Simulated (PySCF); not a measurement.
## Gas-phase XPS of disulfur monoxide, computed

Species: disulfur monoxide, S2O.
Numbering: `[O:1]=[S:2]=[S:3]`

Computed with PySCF, delta-SCF UKS SCAN, pcX-2 on the ionised atom, pcseg-1 elsewhere, spin-free X2C. Vertical ΔSCF values, vacuum level as zero.

Q: List the computed XPS lines with their assignment.

A: 
```csv
atom(s),environment,level,binding energy (eV),above the level's lowest (eV),count
O1,oxygen bonded to S,O 1s,538.59,0.00,1
S2,sulfur bonded to O and S,S 1s,2481.71,+3.75,1
S3,sulfur bonded to S,S 1s,2477.96,0.00,1
```

Lowest listed S 1s: S3, bonded to S (double bond). Highest, 3.75 eV above it: S2, bonded to O (double bond) and S (double bond).

Q: Which photon energy gives electrons from O 1s of O1 a kinetic energy of 150 eV, and what is their de Broglie wavelength?

A: hν = 538.59 + 150 = 688.59 eV, recoil neglected; λ = 12.264 Å/√(E/eV) = 1.00 Å.

Not every level is listed. Geometry: PBE0-D3(BJ)/def2-SVP; no solvent, vibrations or thermal averaging.
